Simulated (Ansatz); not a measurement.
Job for Ansatz (a first-principles code): U-B2PLYP/def2-TZVPPD on HClHts, 2S+1 = 2. Files ending in .json are basis or fitting sets from the Basis Set Exchange.

Ansatz 0.2 input:
```yaml
crystal:
  periodic: [false, false, false]
  atoms:
    - {symbol: H, position_ang: [0.00000000, 0.00000000, 1.48580000]}
    - {symbol: Cl, position_ang: [0.00000000, 0.00000000, 0.00000000]}
    - {symbol: H, position_ang: [0.00000000, 0.00000000, -1.48580000]}
basis:
  gaussian:
    orbitals: def2-TZVPPD.json
hamiltonian:
  xc: {name: B2PLYP}
magnetization: {spin_polarized: true, initial_magnetization: 1}
correlation: {electrons: outside_noble_gas}
```

Output:

```
Functional definition: B2PLYP
[...]
integrals: 0.04 GiB planned
475 factors; integrals over basis functions are off by at most 8.6e-4 eV
mean field: 0.23 GiB planned
mean field evaluation 1: about -12546.4501 eV, gradient 6.0e0 eV
mean field evaluation 2: about -12546.4694 eV, gradient 5.9e0 eV
mean field evaluation 4: about -12546.8574 eV, gradient 1.3e0 eV
mean field evaluation 8: about -12546.8821 eV, gradient 9.4e-3 eV
mean field evaluation 16: about -12546.8821 eV, gradient 5.4e-6 eV
mean field -12546.88205670 eV, -461.0894110015 hartree, gradient 1.6e-6 eV, S^2 0.779820; 0 other end points of the search recorded, 0 dependent functions left out
5 core orbitals not correlated
reference -12546.88219187 eV, -461.0894159690 hartree; 5, 4 occupied and 75, 76 virtual orbitals, 475 factors
second order -7.36425708 eV of doubles, -0.00000000 eV of singles
Total energy: -12548.87054128 eV, -461.1624864621 hartree
```

The calculation finished and met its thresholds.

Cost: about 1.9 core-seconds (a rough figure).
